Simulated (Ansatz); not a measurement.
**1T (CdI2-type) TiTe2**

These are PBE-D4 in Ansatz (PAW) values and carry that method's errors.

Cell: relaxed at this level.

- interlayer binding energy: 31.4 meV/Å²
- layer repeat distance: 6.438 Å
- gap between the layers: 2.988 Å

Spin–orbit coupling is not included.

The computed numbers hold no vibrational or temperature effects.

Cost on a shared machine: around 2.8 core-minutes (rough).

Ansatz is a quantum-chemistry and plane-wave program.
